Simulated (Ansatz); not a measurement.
## HClO, singlet: energies of several shapes or isomers

Calculated in Ansatz's Gaussian-basis code. Basis aug-cc-pVDZ on O/H, aug-cc-pV(D+d)Z on Cl, nonrelativistic, 6 orbitals frozen in the corrections; active space CAS(2,2). Restricted Hartree–Fock, then the lowest state-specific CASSCF solution met for each case. Coupled cluster stands on the determinant that it favours, not always the lowest RHF. Single-reference values can break down or jump between states where bonds are stretched. Solutions in different active orbitals can move differences by tenths of an eV and at times more than 1 eV.

Case A. A bond is stretched, to 1.33 times the sum of the covalent radii.

```xyz
3

O     0.0000    0.1156   -1.4459
H     0.0000   -0.8256   -1.7129
Cl    0.0000   -0.0058    0.7812
```

Case B. A bond is stretched, to 1.43 times the sum of the covalent radii.

```xyz
3

O     0.0000    0.1148   -1.5584
H     0.0000   -0.8275   -1.8213
Cl    0.0000   -0.0053    0.8405
```

Energy less that of case A, in eV:

```
case  RHF/ROHF  CASSCF
   B    +0.803  +0.252
```

Task: Give the CCSDT energies against case A.

Result: B: +0.385 eV (8.9 kcal/mol).
